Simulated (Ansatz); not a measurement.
We consider bcc Rb, described by PBEsol (PAW; Ansatz, a quantum-chemistry and plane-wave program).

A relaxed, unreconstructed slab of the (211) face has 6 atoms, two equal faces of 37.964 Å² each and an energy of -19301.4719 eV. A bulk cell of 6 atoms with the same orientation and in-plane k mesh has -19301.9536 eV. Energies are extrapolated to zero smearing.

Settings: plane-wave cutoff 500 eV, 8×12×1 k mesh (along the axes of the cell as run), Fermi–Dirac smearing 0.1 eV, scalar-relativistic PAW data made under PBE.

Worked out: γ = (E_slab − N E_bulk per atom)/2A = [-19301.4719 − 6 × (-19301.9536/6)]/(2 × 37.964) = 0.0063 eV/Å². With 16.022 J/m² per eV/Å² this is 0.10 J/m², or 0.24 eV per surface cell and face.
